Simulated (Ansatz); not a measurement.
C₃H₆O₃, SMILES `COC=C(O)O`, relaxed with RKS PBE0-D4/def2-TZVP in the Gaussian-basis code of Ansatz from a PBE-D4/def2-SVP geometry. The force threshold is 0.005 eV/Å; the program also tests the step.

Total charge 0; spin multiplicity 1.

Start:

```xyz
12

C     0.212   -1.625   -1.119
O     0.783   -0.721   -0.185
C     0.344    0.592   -0.333
C    -0.211    1.159    0.768
O    -0.366    0.472    1.929
O    -0.632    2.440    0.831
H     0.615   -2.633   -0.895
H    -0.901   -1.648   -1.054
H     0.491   -1.357   -2.165
H     0.514    1.123   -1.282
H     0.036   -0.408    1.745
H    -0.886    2.606    1.759
```

(1) How much energy does the relaxation release, and in how many steps? (An estimate is asked.)

(2) Which bonds change most? (Best estimate.)

(3) Give the relaxed structure. (An estimate is asked.)

Results:

(1) The calculation gave: 1.55 kcal/mol, in 12 steps, 2 of them rejected.

(2) Computed: C3–C4 from 1.357 to 1.333 Å; C1–H8 from 1.115 to 1.096 Å; C1–H9 from 1.115 to 1.096 Å; C3–H10 from 1.100 to 1.082 Å.

(3) Ansatz gave: 
```xyz
12

C     0.209   -1.609   -1.127
O     0.792   -0.731   -0.186
C     0.351    0.570   -0.313
C    -0.218    1.127    0.755
O    -0.386    0.474    1.922
O    -0.668    2.389    0.789
H     0.627   -2.600   -0.946
H    -0.881   -1.642   -1.017
H     0.450   -1.301   -2.151
H     0.525    1.099   -1.241
H     0.029   -0.393    1.806
H    -0.831    2.618    1.710
```
